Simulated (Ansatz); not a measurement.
**BNHO+ (quintet): from Hartree-Fock to the top rungs, cc-pVDZ**

An exercise on one series of results from a longer session: the logs are not shown, and one member is left open.

Program: Ansatz 0.2.0, Gaussian basis. Level of theory: cc-pVDZ, core rule «outside noble gas», up to 3 orbitals frozen. These are calculated values, not measurements.

To be run: UHF; CCSD(T) on ROHF; CCSD(T) on UHF; BCCD(T) on ROHF; CISD as a restricted active space (open shells left free, so some higher excitations enter); CCSDT(Q) on ROHF; CCSDT(Q) on UHF.

31 further runs of the same task are left out: 6 for a known fault of the program, 12 that didn't finish, 13 set aside as unsound or not needed. Runs told in other sessions of the task aren't counted.

## The system

The geometry is a PBE0/def2-TZVP stationary point (not a proven minimum) of the parent state, kept for this charge and spin.

4 atoms, charge 1, spin multiplicity 5.

Atoms are counted from 1 here; the program's logs count them from 0.

Bond lengths: B1–O2 1.297 Å, B1–N3 1.456 Å, N3–H4 1.024 Å. Angles: O2–B1–N3 104.2°, B1–N3–H4 125.7°.

Set-up of the first run:

in.yaml

```yaml
crystal:
  periodic: [false, false, false]
  atoms:
    - {symbol: B, position_ang: [0.000000, -0.641441, 0.112037]}
    - {symbol: O, position_ang: [0.000000, 0.293033, 1.012076]}
    - {symbol: N, position_ang: [0.000000, 0.081208, -1.152009]}
    - {symbol: H, position_ang: [0.000000, 1.100079, -1.258002]}
basis:
  gaussian: {orbitals: cc-pVDZ}
total_charge: 1
magnetization: {spin_polarized: true, initial_magnetization: 4}
hamiltonian: {xc: hf}
output: {orbitals: {seedname: orbitals}}
```

The run is started by

```bash
ansatz run in.yaml --threads 1 --pin off --events-out ev --progress --plain --max-ram 2393MiB
```

Steps of the session up to this table: UHF; CCSD(T) on ROHF; CCSD(T) on UHF; BCCD(T) on ROHF; CISD as a restricted active space (open shells left free, so some higher excitations enter); CCSDT(Q) on ROHF; CCSDT(Q) on UHF.

One table of the session follows, with a row left open; its other results are not shown here.

```
   method  from UCCSDT(Q) (kcal/mol)
     ROHF                    +210.56
      UHF                    +203.49
     RMP2                     +29.72
     UMP2                     +29.24
     CISD                     +21.01
    RCCSD                      +6.34
    UCCSD                      +6.19
 RCCSD(T)                      +1.32
 UCCSD(T)                      +1.29
  BCCD(T)                      +1.37
   RCCSDT                      +0.41
   UCCSDT                      +0.37
RCCSDT(Q)                          ?
UCCSDT(Q)                          0
```

Q: Estimate the row for RCCSDT(Q) from the others.

The run gave: from UCCSDT(Q) (kcal/mol): +0.13. In the column «from UCCSDT(Q) (kcal/mol)» it lies between UCCSDT(Q) (0) and UCCSDT (+0.37).

Limits of these values: Restricted and unrestricted rows rest on different reference determinants; a gap between their highest levels can come from leftover correlation error, from unlike frozen cores or from another state.
